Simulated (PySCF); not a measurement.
H4N2, SMILES NN. Geometry optimised at PBE-D3(BJ)/def2-TZVP.

Computed with PBE-D3(BJ)/def2-TZVP in PySCF.

Harmonic wavenumbers (cm⁻¹): 436, 766, 964, 1099, 1260, 1292, 1624, 1638, 3343, 3355, 3454, 3461. Rotational constants (GHz): 142.3, 24.20, 24.15; symmetry number 1.

Q: Work out the zero-point energy and the ideal-gas rigid-rotor harmonic-oscillator thermochemistry at 298.15 K and 1 atm.

A: ZPE = ½ Σ hcν = ½ × 22693 cm⁻¹ = 135.73 kJ/mol. H − E(el) = 146.86 kJ/mol. Entropy in J/(mol K): translation 151.99, rotation 79.07, vibration 5.53, total 236.58. G − E(el) = 76.33 kJ/mol. Cp = 46.71 J/(mol K).
